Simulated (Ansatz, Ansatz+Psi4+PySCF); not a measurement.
```csv
atom,x (Å),y (Å),z (Å)
O,0.0000,0.0000,0.6835
C,0.0000,0.0000,-0.5366
H,0.0000,0.9344,-1.1242
H,0.0000,-0.9344,-1.1242
```

Basis set: cc-pVTZ (spherical functions). Left uncorrelated: 2 orbitals. Charge 0, multiplicity 1.

Computed with Ansatz (development build ahead of 0.2.0); each method stands on the lowest determinant of its kind that the runs found. Restricted open shells among the atoms or ions are ROHF, correlated in semicanonical orbitals with singles.

The atomization energy at this shape (free ground-state atoms in the same class of orbitals less the molecule, no zero-point energy) of singlet CH₂O:

```tsv
method	atomization energy
RHF-MP2	1559.4 kJ/mol
```

Task: What does RHF-CCSD(T) give?

Result: 1521.5 kJ/mol.
